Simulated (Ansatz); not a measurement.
# CCl (charge -1): a ladder of basis sets

Computed with Ansatz 0.2.0, Python API.

The cells in order, each with its output:

```python
import ansatz as az
```

```python
GEOMETRY = """
C     0.00000    0.00000    0.00000
Cl    0.00000    0.00000    1.78000
"""
```

```python
mol = az.Crystal.molecule()
for line in GEOMETRY.strip().splitlines():
    symbol, *xyz = line.split()
    mol = mol.atom(symbol, [float(v) for v in xyz])
```

```python
base = (
    mol.calculation()
    .correlation("mp2")
    .charge(-1)
    .spin("collinear", total=2)
)

energies = {}
for basis in ["cc-pVDZ", "cc-pVTZ"]:
    data = base.basis(gaussian=basis).run(threads=1, pin="off").report
    size = data["n_frozen"] + data["n_occupied"][0] + data["n_virtual"][0]
    energies[basis] = (data["reference_energy_ev"] / 27.211386246, data["free_energy_ev"] / 27.211386246)
    print(f"{basis:14s} {size:4d} orbitals  reference {energies[basis][0]:14.6f} Ha  total {energies[basis][1]:14.6f} Ha")
```

    cc-pVDZ          32 orbitals  reference    -497.252722 Ha  total    -497.470908 Ha
    cc-pVTZ          64 orbitals  reference    -497.281769 Ha  total    -497.581630 Ha

```python
# correlation energy at the basis limit from E(X) = E + A / X^3
small, large = (energies[b][1] - energies[b][0] for b in ("cc-pVDZ", "cc-pVTZ"))
limit = (3 ** 3 * large - 2 ** 3 * small) / (3 ** 3 - 2 ** 3)
print(f"correlation energy: {small:.6f} and {large:.6f} Ha, extrapolated {limit:.6f} Ha")
print(f"share caught by the larger set: {100 * large / limit:.1f} %")
```

    correlation energy: -0.218186 and -0.299861 Ha, extrapolated -0.334250 Ha
    share caught by the larger set: 89.7 %

Against cc-pVDZ: cc-pVTZ -110.7 mHa. The last step alone is -110.72 mHa.

Notes:
- The drop along the ladder measures the basis error, and is no property of the molecule.
- The geometry is a force-field or estimated start, not a minimum of this method, and the last set is no limit. Much of the fall in a total is atomic energy, which cancels in bond and reaction energies.
- The run takes the species as open-shell (spin multiplicity 3), which needn't be its ground state.
- Inner cores stay frozen, so this is valence correlation.
- For Al to Cl the sets with a tight d function, cc-pV(X+d)Z, are usual.
- The spin state was assumed, and another may lie lower.
- An extrapolation from small basis sets is rough.
- Anions want diffuse functions, which this basis lacks.
- Finished in 0.8 s on 1 thread of AMD EPYC 9B14 (Zen 4), on a shared host, peak memory 0.16 GiB.
